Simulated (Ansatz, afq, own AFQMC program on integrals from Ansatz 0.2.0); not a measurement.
## B2H, quartet → B$_{2}$H⁺, triplet

```xyz
3

B     0.0000    0.0000    0.1141
B     0.0000    0.0000   -1.4064
H     0.0000    0.0000    1.2923
```

Connectivity, by distances: BH–B.

E(triplet, charge +1) − E(quartet, charge +0) at this geometry, on UHF and UHF determinants.

Basis cc-pVDZ. Only valence electrons are correlated. AFQMC by an in-house program on the Cholesky factors that Ansatz 0.2.0 writes for its CCSD(T) run. The CISD trial takes its coefficients from CCSD amplitudes. Released means that phaseless walkers are propagated on without the constraint, phases kept. Free AFQMC starts from the CCSD state and is never constrained. Its projection time is finite, and what remains of the start isn't in its error. Error bars are statistical, one sigma. The errors of all members are added in quadrature.

No full CI on the walks' own integrals is used here; CCSDT(Q) serves as the reference and is uncertain by about the last step of the cluster series. Each member takes its own surest rung, up to full CI.

The best estimate is CCSD(T) at the basis-set limit (CBS: def2-TZVPP and def2-QZVPP, with their diffuse functions for anions and beside diffuse sets, CCSD(T) itself extrapolated) plus the step from CCSD(T) to CCSDT(Q) in cc-pVDZ. Rows without CBS are in cc-pVDZ, the functionals in def2-TZVP; B2PLYP and the wave-function rows carry a basis error of their own. Core correlation and relativity beyond core potentials are missing, and ± holds the sampling alone.

Cautions: B₂H (quartet): lower spins were not checked; B₂H⁺ (triplet): lower spins were not checked, the released energies are still falling, so no released level is given (meV from the phaseless value at times in 1/Eh: -6 ± 5 at 0.24, -8 ± 5 at 0.50, -12 ± 4 at 1.00, -17 ± 5 at 1.50), though the last usable value meets full CI within the noise, full CI with its own frozen core; this needn't be the first ionization.

Best estimate: 925.1 kJ/mol.

| level | vertical ionization energy (kJ/mol) | error against the best estimate (kJ/mol) |
| --- | --- | --- |
| HF | 841.0 | -84.1 |
| MP2 | 906.4 | -18.7 |
| CCSD | 907.1 | -18.0 |
| CCSD(T) | 911.9 | -13.2 |
| CCSDT | 912.6 | -12.5 |
| CCSDT(Q) | 913.0 | -12.1 |
| ph-AFQMC/CISD | 912.7 ± 0.8 | -12.4 ± 0.8 |
| free AFQMC | 912.6 ± 1.0 | -12.5 ± 1.0 |
| HF/CBS | 838.0 | -87.1 |
| MP2/CBS | 918.1 | -6.9 |
| CCSD(T)/CBS | 924.0 | -1.1 |
| PBE | 942.8 | 17.7 |
| r2SCAN | 941.7 | 16.6 |
| PBE0 | 934.2 | 9.2 |
| B3LYP | 921.1 | -4.0 |
| wB97M-V | 919.1 | -6.0 |
| B2PLYP | 908.9 | -16.1 |

Correlation beyond CCSD(T) adds 1.1 kJ/mol. Going to the basis-set limit adds 12.2 kJ/mol at CCSD(T). The perturbative (T) step is worth +4.8 kJ/mol. The functionals spread over 33.8 kJ/mol; B3LYP and wB97M-V come nearest and PBE is 17.7 kJ/mol too high.

Best estimates are given only where the step beyond CCSD(T) is under 0.3 eV and no member's determinant is very poor (T1 over 0.05, or 0.07 for open shells, ⟨S²⟩ too high by 0.3, two states mixed), so the hardest cases are missing from such tables.

The functionals ran in a triple-zeta set and keep a basis error of their own, a few kJ/mol for each bond in atomization energies and more for double hybrids, so close places among them and the extrapolated levels can swap.

CCSDT and higher add their correlation energy to the determinant of the CCSD(T) run, since their own runs factorise the integrals more tightly (a shift of under 2 meV). Free projections are given only where their last times agree within the noise and don't stop above the reference; a slow remainder of the start can still hide under it. Each member of a difference takes its own highest rung, so a best estimate needn't equal the limit plus the step of one row. A walk keeps the symmetry of its determinant, which the program's search chose and which needn't be the lowest solution, so a lower state of the same spin and another symmetry isn't excluded.
